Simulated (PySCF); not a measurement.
# Cl4MoO ([MoOCl4]-): the cost of one run

Computed with PySCF 2.14.0 and routines of our own; the level stands in each step. Atoms count from 0.

## Step 1: The system as given

6 atoms, charge -1, multiplicity 2; geometry from: GFN2-xTB.

## Step 2: Optimising the geometry at PBE0-D3(BJ)/def2-SVP

The job: settings as JSON, then the geometry in Å.

```
{"job": {"xc": "PBE0", "basis": "def2-SVP", "d3": "d3bj", "grid": 1, "maxiter": 30, "shake": 0.01, "kind": "geom"}, "charge": -1, "multiplicity": 2}
O     -0.865420    -0.236160    -1.628680
Mo    -0.111800    -0.029430    -0.201910
Cl    -1.677990    -0.241590     1.543980
Cl     0.660570    -2.145830     0.504500
Cl    -0.153520     2.256480     0.348200
Cl     2.172330     0.366530    -0.610760
```

Run with:

```console
> OMP_NUM_THREADS=1 python heavy_run.py task.json out
```

The driver reads the jobs from task.json and runs them one after another.

Q: Estimate the wall time and peak memory of this first job on 1 thread of Arm Neoverse V2, shared host.

About 3.5 min, with a peak of 0.57 GiB.
